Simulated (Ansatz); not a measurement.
# C3H6O2S: ranking of conformers

A script is to give a ranking of conformers; the system is C3H6O2S. SMILES: OC(S)C1CO1.

Program: Ansatz 0.2.0, driven from Python. Level of theory: MP2/6-31G*. These are calculated values, not measurements.

### 1 The structure

The script builds its own geometries from the SMILES OC(S)C1CO1.

The script holds or builds the structure itself.

### 2 Script

c3h6o2s_conformers.py

```python
# -*- coding: utf-8 -*-
"""Rank force-field conformers of C3H6O2S by single points."""

import ansatz as az
from rdkit import Chem
from rdkit.Chem import AllChem


def main():
    rd = Chem.AddHs(Chem.MolFromSmiles("OC(S)C1CO1"))
    ids = list(AllChem.EmbedMultipleConfs(rd, numConfs=20, randomSeed=743, pruneRmsThresh=0.4))
    field = [energy for _, energy in AllChem.MMFFOptimizeMoleculeConfs(rd)]
    distinct = {round(e, 2): i for i, e in zip(ids, field)}
    chosen = sorted(distinct.items())[:5]
    found = []
    for force_field, index in chosen:
        molecule = az.Crystal.molecule()
        for atom, xyz in zip(rd.GetAtoms(), rd.GetConformer(index).GetPositions()):
            molecule = molecule.atom(atom.GetSymbol(), xyz.round(5).tolist())
        calculation = molecule.calculation().basis(gaussian="6-31G*").correlation("MP2")
        found.append(calculation.run(threads=1, backend="cpu").report["free_energy_ev"])
    print("conformer   MMFF (kcal/mol)   this level (kcal/mol)")
    for (force_field, index), e in zip(chosen, found):
        print(f"{index:9d} {force_field - chosen[0][0]:17.2f} {23.060548 * (e - min(found)):17.3f}")


if __name__ == "__main__":
    main()
```

### 3 The input behind the calls

The engine receives this input (first run):

```yaml
crystal:
  periodic: [false, false, false]
  atoms:
    - { symbol: O, position_ang: [-1.13808, -1.52087, -0.30127] }
    - { symbol: C, position_ang: [-0.78728, -0.25981, 0.23977] }
    - { symbol: S, position_ang: [-2.14453, 0.90023, -0.01276] }
    - { symbol: C, position_ang: [0.43763, 0.23527, -0.45033] }
    - { symbol: C, position_ang: [1.80905, -0.1011, 0.07457] }
    - { symbol: O, position_ang: [1.21621, 1.18912, 0.28755] }
    - { symbol: H, position_ang: [-2.0995, -1.45966, -0.43927] }
    - { symbol: H, position_ang: [-0.62544, -0.38273, 1.31538] }
    - { symbol: H, position_ang: [-1.51011, 1.9599, 0.51229] }
    - { symbol: H, position_ang: [0.32142, 0.37093, -1.51773] }
    - { symbol: H, position_ang: [2.62544, -0.16618, -0.63386] }
    - { symbol: H, position_ang: [1.89519, -0.76511, 0.92566] }
basis:
  gaussian:
    orbitals: "6-31G*"
correlation:
  method: mp2
```

### 4 Launch

Command:

```console
$ python c3h6o2s_conformers.py
```

Without the output at hand: what should come out? Wanted: lowest; next above it by.

**Answer**, as computed:

```
        quantity     value
   runs compared         5
          lowest     run 3
next above it by  0.106 eV
```

What this shows: The structures are force-field minima, not relaxed at this level. Of those tried, run 3 is lowest; run 2 lies 0.106 eV above it. The conformers keep their force-field geometries.
